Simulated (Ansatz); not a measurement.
# AlH2O (doublet): from Hartree-Fock to the top rungs, cc-pVDZ

An exercise on one series of results from a longer session: the logs are not shown, and one member is left open.

Method: cc-pVDZ, core rule «outside noble gas», up to 6 orbitals frozen; program: Ansatz 0.2.0, Gaussian basis.

The runs, in order: UHF; CCSD(T) on ROHF; CCSD(T) on UHF; BCCD(T) on ROHF; CISD; CCSDT(Q) on ROHF; CCSDT(Q) on UHF.

37 further runs of the same task are left out: 16 for a known fault of the program, 10 that didn't finish, 11 set aside as unsound or not needed.

**What is computed**

The geometry is a PBE0/def2-TZVP stationary point (not a proven minimum) of the parent state, kept for this charge and spin.

4 atoms, charge 0, spin multiplicity 2.

Atoms are counted from 1 here; the program's logs count them from 0.

Bond lengths: Al1–O2 1.747 Å, Al1–H3 1.777 Å, Al1–H4 1.777 Å. Angles: O2–Al1–H3 65.9°, O2–Al1–H4 65.9°, H3–Al1–H4 131.8°.

Set-up of the first run:

Contents of in.yaml:

```yaml
crystal:
  periodic: [false, false, false]
  atoms:
    - {symbol: Al, position_ang: [0.000000, 0.000000, 0.653528]}
    - {symbol: O, position_ang: [0.000000, 0.000000, -1.093006]}
    - {symbol: H, position_ang: [0.000000, -1.622098, -0.072304]}
    - {symbol: H, position_ang: [0.000000, 1.622098, -0.072304]}
basis:
  gaussian: {orbitals: cc-pVDZ}
magnetization: {spin_polarized: true, initial_magnetization: 1}
hamiltonian: {xc: hf}
output: {orbitals: {seedname: orbitals}}
```

Command:

```
$ ansatz run in.yaml --threads 1 --pin off --events-out ev --progress --plain --max-ram 2393MiB
```

Steps of the session up to this table: UHF; CCSD(T) on ROHF; CCSD(T) on UHF; BCCD(T) on ROHF; CISD; CCSDT(Q) on ROHF; CCSDT(Q) on UHF.

One table of the session follows, with a row left open; its other results are not shown here.

It belongs to the step «Misses and costs». 

```
   method  from RCCSDT(Q) (meV)
     ROHF               +7801.3
      UHF               +7531.9
     RMP2               +1345.7
     UMP2                     ?
     CISD               +1070.0
    RCCSD                +346.2
    UCCSD                +331.6
 RCCSD(T)                 +91.8
 UCCSD(T)                 +84.6
  BCCD(T)                 +84.4
   RCCSDT                 +27.4
   UCCSDT                 +22.9
RCCSDT(Q)                     0
UCCSDT(Q)                 -14.9
```

**Question.** Estimate the row for UMP2.

The run gave: from RCCSDT(Q) (meV): +1439.0. In the column «from RCCSDT(Q) (meV)» it lies between RMP2 (+1345.7) and UHF (+7531.9).

To keep in mind: Warnings: spin contamination; coupled cluster took another determinant than the lowest; large T1 diagnostic. Restricted and unrestricted rows rest on different reference determinants; where their highest levels disagree by more than a few hundredths of an eV, they describe different states and don't form one ladder.
